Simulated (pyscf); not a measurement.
**Routes from HO–GaH–AsH₂ + H₂**

Candidate steps break at most two bonds and form at most two. Each was searched with GFN2-xTB (tblite) first. Optimised with ωB97X-D3(BJ)/def2-SVP in PySCF. Energies: ωB97M-D3(BJ)/def2-TZVP, kcal/mol, from the separated reactants, singlet surface.

| products | type | ΔE‡ | ΔE | ΔG‡ 298 K | ΔG‡ 900 K | ν‡ (cm⁻¹) |
|---|---|---|---|---|---|---|
| H₂Ga–AsH₂ + H₂O | four-centre exchange | 23.0 | +11.6 | 32.4 | 51.2 | 1304i |
| AsH₃ + HO–GaH₂ | four-centre exchange | 39.1 | +8.3 | 47.6 | 65.5 | 1350i |

Row 1: On the product side the descent ends in an adduct with a Ga–O contact, 15.0 kcal/mol under the separated species and 25.0 kcal/mol under the saddle at ωB97X-D3(BJ)/def2-TZVP. Row 2: On the product side the descent ends in a complex, 4.1 kcal/mol under the separated species and 30.2 kcal/mol under the saddle at ωB97X-D3(BJ)/def2-TZVP. 

Plain bond fissions and candidates not yet searched are not listed, and one of them may be faster. Each barrier is that of the saddle found; lower ones may exist. Elements up to Kr have no core potential and no relativistic terms here.
